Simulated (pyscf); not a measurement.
## Routes from `[SiH3][GeH3]` + `[FH]`

Candidate steps break at most two bonds and form at most two. Each was searched with GFN2-xTB (tblite) first. Structures and frequencies: ωB97X-D3(BJ)/def2-SVP in PySCF. MP2 and CC: frozen core, UHF for open shells. ΔMP2 is the change of the MP2 total energy from the triple- to the quadruple-zeta basis. Energies: CCSD(T)/def2-TZVPP + ΔMP2(QZVPP), kcal/mol, from the separated reactants, singlet surface; ΔG‡ with ideal gas, 1 atm, RRHO with modes under 100 cm⁻¹ raised to 100, one conformer, R ln 2 for chiral ones without a mode under 150 cm⁻¹.

```tsv
products	type	ΔE‡	ΔE	ΔG‡ 298 K	ΔG‡ 900 K	ν‡ (cm⁻¹)
F–SiH₃ + GeH₄	four-centre exchange	39.0	-25.8	46.6	65.9	1173i
SiH₄ + F–GeH₃	four-centre exchange	48.1	-8.0	55.3	74.4	1257i
```

Plain bond fissions and candidates not yet searched are not listed, and one of them may be faster. Each barrier is that of the saddle found; lower ones may exist. The CCSD(T) − MP2 part came from Ansatz, without density fitting, on the same reference. The frozen core leaves the outer d or s,p core shells of the metals and heavy elements correlated in the MP2 and CC values, and def2-TZVPP describes them poorly, which can shift differences by a few kcal/mol. Elements up to Kr have no core potential and no relativistic terms here.
